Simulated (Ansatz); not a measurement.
A CCSD(T) single point on `OC1COCS1`.

```yaml
crystal:
  periodic: [false, false, false]
  atoms:
    - {symbol: O, position_ang: [-0.171790, 1.794034, 0.306915]}
    - {symbol: C, position_ang: [-0.527904, 0.490125, 0.694334]}
    - {symbol: C, position_ang: [-0.956728, -0.266436, -0.567178]}
    - {symbol: O, position_ang: [0.038666, -1.190482, -0.966354]}
    - {symbol: C, position_ang: [1.255276, -0.910399, -0.350824]}
    - {symbol: S, position_ang: [0.850325, -0.470865, 1.365516]}
    - {symbol: H, position_ang: [0.259250, 2.221470, 1.052771]}
    - {symbol: H, position_ang: [-1.322209, 0.502062, 1.447448]}
    - {symbol: H, position_ang: [-1.874903, -0.831325, -0.397046]}
    - {symbol: H, position_ang: [-1.126313, 0.477012, -1.353171]}
    - {symbol: H, position_ang: [1.772320, -0.068226, -0.824994]}
    - {symbol: H, position_ang: [1.880812, -1.802169, -0.373315]}
basis:
  gaussian: {orbitals: def2-TZVPP}
correlation: {method: ccsd_t}
output: {orbitals: {seedname: orbitals}}
```

```sh
$ ansatz run in.yaml --threads 4 --pin off --events-out ev --progress --plain --max-ram 10444MiB
```

Output of Ansatz, abridged:

```
Functional definition: HF
1708 factors; integrals over basis functions are off by at most 1.0e-3 eV
mean field evaluation 1: about -18076.1651 eV, gradient 4.1e1 eV
mean field evaluation 2: about -18076.6003 eV, gradient 4.1e1 eV
mean field evaluation 4: about -18080.4117 eV, gradient 5.0e0 eV
mean field evaluation 8: about -18080.4979 eV, gradient 3.3e-1 eV
mean field -18080.49845525 eV, -664.4460628283 hartree, gradient 4.3e-6 eV, S^2 0.000000; 0 other end points of the search recorded, 0 dependent functions left out
10 core orbitals not correlated: weight in the atoms' cores, before any rotation towards them, 1.000 or more for the frozen orbitals, at most 0.000 for the correlated occupied ones
reference -18080.49845525 eV, -664.4460628283 hartree; 18, 18 occupied and 253, 253 virtual orbitals, 1708 factors
second order -31.33050178 eV of doubles, -0.00000000 eV of singles
cycle   1  -31.43447431 eV  change   -1.0e-1 eV  update   1.2e-1
cycle   2  -32.19061737 eV  change   -7.6e-1 eV  update   3.5e-2
cycle   3  -32.35504703 eV  change   -1.6e-1 eV  update   1.8e-2
cycle   4  -32.34130589 eV  change    1.4e-2 eV  update   4.2e-3
cycle   5  -32.33933063 eV  change    2.0e-3 eV  update   2.4e-3
cycle   6  -32.34078915 eV  change   -1.5e-3 eV  update   8.6e-4
cycle   7  -32.34035694 eV  change    4.3e-4 eV  update   4.1e-4
cycle   8  -32.34013848 eV  change    2.2e-4 eV  update   1.3e-4
cycle   9  -32.34019314 eV  change   -5.5e-5 eV  update   5.4e-5
cycle  10  -32.34020280 eV  change   -9.7e-6 eV  update   2.1e-5
perturbative correction -1.40336086 eV, -0.0515725604 hartree
Total energy: -18114.24201891 eV, -665.6861159207 hartree
```

Hardware: 4 threads of an Intel Xeon 6975P-C on a shared host. Wall time 100 s, peak host memory 9.3 GiB.

MP2 recovers 92.8 % of the CCSD(T) correlation energy and the triples give 4.2 %; T1 = 0.0123.
